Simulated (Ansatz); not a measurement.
# CH6MgO: the cost of one run

Program: Ansatz 0.2.0. Level of theory: UKS PBE0-D4/6-31G*. These are calculated values, not measurements.

### 1 The structure to begin with

Bond lengths: Mg1–C3 2.093 Å, Mg1–O5 2.416 Å, C3–H6 1.088 Å, C3–H7 1.087 Å, C3–H8 1.087 Å, O5–H9 0.956 Å. Angles: Mg1–C3–H6 108.5°, Mg1–C3–H7 113.7°, Mg1–C3–H8 110.0°, H6–C3–H7 108.2°, H6–C3–H8 108.0°, H7–C3–H8 108.3°, C3–Mg1–O5 154.9°, Mg1–O5–H9 176.5°.

Coordinates:

```xyz
9

Mg    0.0760   -0.0071   -0.1413
H     1.2682    1.8903   -0.4913
C    -1.5950   -1.1501   -0.6728
H     1.6471    1.5365    0.3467
O     1.8249    0.7536    1.3417
H    -2.4903   -0.5592   -0.4904
H    -1.6825   -2.0795   -0.1167
H    -1.5606   -1.3883   -1.7331
H     2.5122    1.0039    1.9572
```

### 2 Run 1

150 steps of 0.5 fs at constant energy, with velocities drawn for 600 K.

input.yaml

```yaml
crystal:
  periodic: [false, false, false]
  atoms:
    - { symbol: Mg, position_ang: [0.076, -0.0071, -0.1413] }
    - { symbol: H, position_ang: [1.2682, 1.8903, -0.4913] }
    - { symbol: C, position_ang: [-1.595, -1.1501, -0.6728] }
    - { symbol: H, position_ang: [1.6471, 1.5365, 0.3467] }
    - { symbol: O, position_ang: [1.8249, 0.7536, 1.3417] }
    - { symbol: H, position_ang: [-2.4903, -0.5592, -0.4904] }
    - { symbol: H, position_ang: [-1.6825, -2.0795, -0.1167] }
    - { symbol: H, position_ang: [-1.5606, -1.3883, -1.7331] }
    - { symbol: H, position_ang: [2.5122, 1.0039, 1.9572] }
magnetization:
  spin_polarized: true
basis:
  gaussian: { orbitals: "6-31G*" }
hamiltonian:
  xc: pbe0
  dispersion: d4
md:
  timestep: 0.5
  n_steps: 150
  ensemble: nve
  temperature: 600.0
  initial_velocities: maxwell_boltzmann
  seed: 581895
```

Launch:

```console
> ansatz run input.yaml --threads 1 --pin off --max-ram 2048MiB --backend cpu --events-out ev --progress --plain --runs-dir out
```

Q: Estimate wall time and peak memory on 1 thread of Arm Neoverse V2, shared host.

About 7.5 min, with a peak of 0.15 GiB.
